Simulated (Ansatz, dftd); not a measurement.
Reaction: BCl3 (SMILES ClB(Cl)Cl) → BCl2 (SMILES Cl[B]Cl, doublet) + Cl (doublet) (the B-Cl bond breaks)
Each species at its own B3LYP-D3(BJ)/def2-TZVP minimum (Ansatz, an electronic-structure program).

Property: bond dissociation energy (electronic), in kcal/mol. Open shells are spin-unrestricted; no spin-orbit coupling. Cores are frozen in correlated methods. Rows without X2C or -DK are non-relativistic. CBS(X,Y): correlation extrapolated as X^-3, Hartree-Fock from the larger set (Q,5: extrapolated as (X+1)exp(-9√X)). A bracket is a step between two methods taken in the basis named. The functionals are non-relativistic, so their misses hold any scalar relativity. Double hybrids freeze cores in their MP2 part. '+ core + X2C': CCSD(T) terms for core correlation (cc-pwCVTZ, 1s frozen past Ne) and scalar relativity (cc-pVTZ-DK).

| level | program | bond dissociation energy (kcal/mol) | difference against the last row |
|---|---|---|---|
| HF/cc-pV(T+d)Z | Ansatz | 88.3 | -32.5 |
| HF/CBS(cc-pV(Q+d)Z,cc-pV(5+d)Z) | Ansatz | 88.1 | -32.7 |
| PBE0-D3(BJ)/def2-TZVPD | Ansatz + dftd3 | 118.7 | -2.1 |
| B2PLYP/def2-TZVPD | Ansatz | 116.3 | -4.5 |
| CCSDT(Q)/cc-pV(D+d)Z | Ansatz | 112.9 | -7.9 |
| CCSD(T)/CBS(cc-pV(Q+d)Z,cc-pV(5+d)Z) + [CCSDT(Q) - CCSD(T)]/cc-pV(D+d)Z + core + X2C | Ansatz | 120.8 | 0.0 |
